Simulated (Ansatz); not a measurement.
Cubic perovskite KTaO₃, treated with r²SCAN-D4 in Ansatz (PAW).

Numerical settings: plane-wave cutoff 560 eV, 8×8×8 k mesh, Fermi–Dirac smearing 0.01 eV, scalar-relativistic PAW data made under PBE.

Cell (relaxed at this level):

```
KTaO3
1.0
    3.98521     0.00000     0.00000
    0.00000     3.98521     0.00000
    0.00000     0.00000     3.98521
K Ta O
1 1 3
Direct
  0.00000   0.00000   0.00000
  0.50000   0.50000   0.50000
  0.50000   0.00000   0.50000
  0.00000   0.50000   0.50000
  0.50000   0.50000   0.00000
```

Question: What does this level give for the band gap and smallest direct gap on the k points sampled?

Answer: 
* **band gap**: 2.64 eV
* **smallest direct gap on the k points sampled**: 3.27 eV

Measured, for comparison: band gap 3.64 eV (temperature not stated, not corrected to a static lattice, indirect; as tabulated in Himmetoglu and Janotti (2016), arXiv:1601.06205).

Spin–orbit coupling is not included.

The computed numbers hold no vibrational or temperature effects.

Computing time: about 90 core-seconds (a rough figure).

Ansatz is a first-principles code.
